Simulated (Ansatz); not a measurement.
Cost and result for the atomization energy of `C#CC(F)CCl` (10 atoms, 9 bonds).

```xyz
10

C    -2.004   -0.875   -0.702
C    -1.143   -0.240   -0.164
C    -0.088    0.527    0.479
F    -0.191    0.411    1.857
C     1.308    0.056    0.104
Cl    1.641    0.386   -1.603
H    -2.772   -1.439   -1.178
H    -0.196    1.588    0.229
H     2.037    0.600    0.703
H     1.409   -1.014    0.274
```

Total charge 0; spin multiplicity 1. All single points use the PBE0-D4/def2-TZVP geometry. It is one conformer, not always the lowest. Program: Ansatz. All runs use 4 threads of an Arm Neoverse V1 on a shared host. Times are those of one run each, without the atoms' runs, and a repeat can differ threefold. Electronic energies, without spin–orbit coupling; frozen cores. CCSD(T)/CBS adds CCSD(T) − MP2 in def2-TZVPP to the MP2 limit, and its time is that of the two runs behind it. T1 = 0.011. B3LYP takes the VWN-RPA correlation (the form of Gaussian; ORCA's B3LYP/G).

CCSD(T)/CBS is a level of theory with its own doubt, some kJ/mol a heavy atom from the limit and from the frozen cores, so smaller differences don't rank the functionals.

| level | functions | wall time | atomization (kJ/mol) | difference from CCSD(T)/CBS | per bond |
| --- | --- | --- | --- | --- | --- |
| PBE-D4/def2-TZVPP (with forces) | 253 | 2.9 s | 4257.9 | 157.1 | 17.5 |
| PBE0-D4/def2-TZVPP | 253 | 3.6 s | 4151.0 | 50.2 | 5.6 |
| r2SCAN-D4/def2-TZVPP (with forces) | 253 | 6 s | 4121.8 | 21.0 | 2.3 |
| B3LYP-D4/def2-TZVPP (with forces) | 253 | 6 s | 4094.5 | -6.3 | -0.7 |
| B2PLYP/def2-TZVPP | 253 | 7 s | 4067.4 | -33.4 | -3.7 |
| ωB97X-V/def2-TZVPP | 253 | 8.5 s | 4104.1 | 3.3 | 0.4 |
| ωB97M-V/def2-TZVPP (with forces) | 253 | 13 s | 4119.9 | 19.1 | 2.1 |
| MP2/def2-QZVPP | 475 | 27 s | 4185.4 | 84.6 | 9.4 |
| CCSD(T)/def2-TZVPP | 253 | 3.9 min | 3992.6 | -108.2 | -12.0 |
| CCSD(T)/CBS(def2) | – | 4.4 min | 4100.8 | 0.0 | 0.0 |

The D4 term adds +33.6 kJ/mol with B3LYP and +17.7 kJ/mol with PBE0; it sums over pairs of atoms, weighted by their polarisabilities, and B3LYP, whose exchange is more repulsive, gets the larger term. From PBE to PBE0 (25 % exact exchange), in def2-TZVPP and without D4, the atomization energy moves by −103.6 kJ/mol: exact exchange takes away binding that semilocal exchange gives to molecules. In def2-TZVPP, CCSD(T) changes the Hartree–Fock value by +1051.9 kJ/mol (the triples alone add +81.2 kJ/mol) and MP2 by +1181.3 kJ/mol; breaking electron pairs costs correlation energy, which Hartree–Fock lacks.
